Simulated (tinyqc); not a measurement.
Inside a calculation. Method: extended Hueckel theory, for CH4. One step of it, computed by the program tinyqc.

Problem. Wolfsberg-Helmholz matrix. H_ij = K' S_ij (H_ii + H_jj)/2 for i != j (the diagonal keeps H_ii), with K' = K + D^2 + D^4 (1 - K), D = (H_ii - H_jj)/(H_ii + H_jj), K = 1.75.

overlap S:
```
           1C 2s     1C 2px     1C 2py     1C 2pz     2H 1s      3H 1s      4H 1s      5H 1s
1C 2s   1.000000   0.000000   0.000000   0.000000  0.503382   0.503382   0.503382   0.503382
1C 2px  0.000000   1.000000   0.000000   0.000000  0.287551   0.287551  -0.287551  -0.287551
1C 2py  0.000000   0.000000   1.000000   0.000000  0.287551  -0.287551   0.287551  -0.287551
1C 2pz  0.000000   0.000000   0.000000   1.000000  0.287551  -0.287551  -0.287551   0.287551
2H 1s   0.503382   0.287551   0.287551   0.287551  1.000000   0.156145   0.156145   0.156145
3H 1s   0.503382   0.287551  -0.287551  -0.287551  0.156145   1.000000   0.156145   0.156145
4H 1s   0.503382  -0.287551   0.287551  -0.287551  0.156145   0.156145   1.000000   0.156145
5H 1s   0.503382  -0.287551  -0.287551   0.287551  0.156145   0.156145   0.156145   1.000000
```

diagonal H_ii (eV): 1C 2s -21.400000, 1C 2px -11.400000, 1C 2py -11.400000, 1C 2pz -11.400000, 2H 1s -13.600000, 3H 1s -13.600000, 4H 1s -13.600000, 5H 1s -13.600000

K = 1.750000

Give: H.

Solution.

H (eV):
```
           1C 2s    1C 2px    1C 2py    1C 2pz     2H 1s     3H 1s     4H 1s     5H 1s
1C 2s   -21.4000    0.0000    0.0000    0.0000  -15.8373  -15.8373  -15.8373  -15.8373
1C 2px    0.0000  -11.4000    0.0000    0.0000   -6.3179   -6.3179    6.3179    6.3179
1C 2py    0.0000    0.0000  -11.4000    0.0000   -6.3179    6.3179   -6.3179    6.3179
1C 2pz    0.0000    0.0000    0.0000  -11.4000   -6.3179    6.3179    6.3179   -6.3179
2H 1s   -15.8373   -6.3179   -6.3179   -6.3179  -13.6000   -3.7162   -3.7162   -3.7162
3H 1s   -15.8373   -6.3179    6.3179    6.3179   -3.7162  -13.6000   -3.7162   -3.7162
4H 1s   -15.8373    6.3179   -6.3179    6.3179   -3.7162   -3.7162  -13.6000   -3.7162
5H 1s   -15.8373    6.3179    6.3179   -6.3179   -3.7162   -3.7162   -3.7162  -13.6000
```
